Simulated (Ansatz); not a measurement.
Si3N4 (P31c, No. 159) was calculated with PBEsol in Ansatz (plane waves, PAW).

Numerical settings: plane-wave cutoff 520 eV, 6×6×6 k mesh, scalar-relativistic PAW data made under PBE.

Computed at the level's own relaxed cell.

Task: Give the computed Voigt–Reuss–Hill bulk modulus, polycrystal shear modulus (Hill average), Young modulus and Poisson ratio.

Result: 
Voigt–Reuss–Hill bulk modulus: 227 GPa
polycrystal shear modulus (Hill average): 130 GPa
Young modulus: 328 GPa
Poisson ratio: 0.259

Note: the relaxation could not lower the start's symmetry, so the cell can be a saddle point above a distorted one.

Elastic constants are with the ions relaxed.

The computed numbers hold no vibrational or temperature effects.

Cost on a shared machine: roughly 2.4 core-hours.

Ansatz is a program for electronic structure.
